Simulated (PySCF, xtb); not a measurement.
# BH3P2: where a starting geometry ends

The starting geometry of this gas-phase singlet was built from a drawn formula by distance geometry; its bonds are those of `[H]/B=P/P`.

```xyz
6

B    -1.2227    0.3648   -2.2218
P    -0.3153    0.1418   -0.8411
P    -0.3881    0.3966    1.2836
H    -1.0350    0.1353   -3.4359
H    -0.6338   -0.7816    2.0337
H    -0.8175    1.6367    1.7614
```

Q: Where would you expect an optimisation with r2SCAN-D4/def2-SVP to take it?

A: It rearranges to `[BH-]1=P[PH2+]1`. Contacts that close: B1–P3 (3.60 → 1.88 Å).

The energy falls by 2.68 eV over 57 steps:

```
step  E − E(last) (eV)
   1             2.677
   7             1.255
  13             0.624
  20             0.565
  26             0.522
  32             0.491
  38             0.229
  45             0.001
  51             0.001
  57             0.000
```

Final geometry (Å):

```yaml
atoms:
  - { symbol: B, position_ang: [-3.5486, 0.0471, 1.0559] }
  - { symbol: P, position_ang: [-4.5262, 0.1880, 2.5568] }
  - { symbol: P, position_ang: [-5.3763, -0.0407, 0.6051] }
  - { symbol: H, position_ang: [-2.4886, 0.0107, 0.5034] }
  - { symbol: H, position_ang: [-6.1107, -1.2100, 0.2767] }
  - { symbol: H, position_ang: [-6.1581, 0.9990, 0.0376] }
```

From the same start GFN2-xTB reaches the same bonding as this run.

The end wasn't checked by frequencies. Run with PySCF 2.14.0, 4.3 min on 2 threads of Intel(R) Xeon(R) Platinum 8259CL CPU @ 2.50GHz (Skylake/Cascade Lake) (shared host).
